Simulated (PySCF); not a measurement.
**Computed properties of dimethylamine (C₂H₇N), SMILES CNC**

C2H7N, SMILES CNC. Geometry: B3LYP-D3(BJ)/def2-TZVP. Other conformers were not sampled. All values are computed for the isolated molecule unless a solvent is named; none is compared with measurement here.

**Structure.** The optimised structure has Cs symmetry. All 24 harmonic modes at B3LYP-D3(BJ)/def2-TZVP (PySCF) are real, so it is a minimum. With heavy atoms numbered as in [CH3:1][NH:2][CH3:3], the shortest bond between them is N2–C3 at 1.453 Å and the longest C1–N2 at 1.453 Å.

**Vibrations.** The strongest infrared lines (harmonic, unscaled, degenerate partners summed) lie at 2929 cm⁻¹ (164 km/mol, H 94 %), 768 cm⁻¹ (119 km/mol, H 76 %, N 15 %, C 9 %), 3047 cm⁻¹ (50 km/mol, H 94 %). The softest mode is at 234 cm⁻¹ and the zero-point energy is 57.8 kcal/mol.

**Electronic structure.** r2SCAN/def2-TZVPD (PySCF) places the frontier levels at -5.24 and 0.57 eV, a gap of 5.81 eV, and gives a dipole moment of 0.94 D and a mean polarisability of 38.8 bohr³. PBE/def2-TZVPD (PySCF) at the same geometry gives -4.99 and -0.22 eV, so its gap is 1.04 eV narrower. An orbital gap is neither the optical nor the fundamental gap.

**Excitations.** TDDFT-B3LYP/def2-SVPD (PySCF) has S1 at 5.61 eV (221 nm, f = 0.004, weak); the most intense of the 10 singlets computed lies at 7.69 eV (f = 0.09). T1 (TDA) is at 5.43 eV. TDDFT-PBE/def2-SVPD (PySCF) puts S1 at 5.12 eV. No vertical singlet excitation falls in the visible range (under 3.1 eV).

**NMR.** GIAO shifts at PBE0/pcSseg-1 (PySCF) (non-relativistic, atoms alike by connectivity averaged): ¹³C at 40.9 ppm against TMS; ¹H from -0.5 to 2.4 ppm against TMS.
